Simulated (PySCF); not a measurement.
A structure optimised at PBE-D3(BJ)/def2-TZVP, used in a PySCF frequency run:

```
Al
F 1 1.6472
F 1 1.6472 2 120.00
F 1 1.6472 2 120.00 3 180.00
```

**Question.** Write its SMILES, formula and point group.

**Answer.** [F][Al]([F])[F], AlF₃, D3h

**Question.** What are its rotational constants (standard atomic weights)?

**Answer.** 6.5363, 6.5363, 3.2682 GHz
